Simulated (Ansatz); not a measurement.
Name a neutral molecule of C, F, N and H with size of the dipole moment (PBE/def2-TZVPP) between 0.10 and 0.40 D and LUMO energy (PBE0/def2-TZVPP) between -0.10 and 0.20 eV (Ansatz, PBE0-D4/def2-TZVP geometry).

`C/N=C\F` (0.32 D, 0.12 eV). Other molecules can fit too; these were computed, each in one conformer that needn't be the lowest.
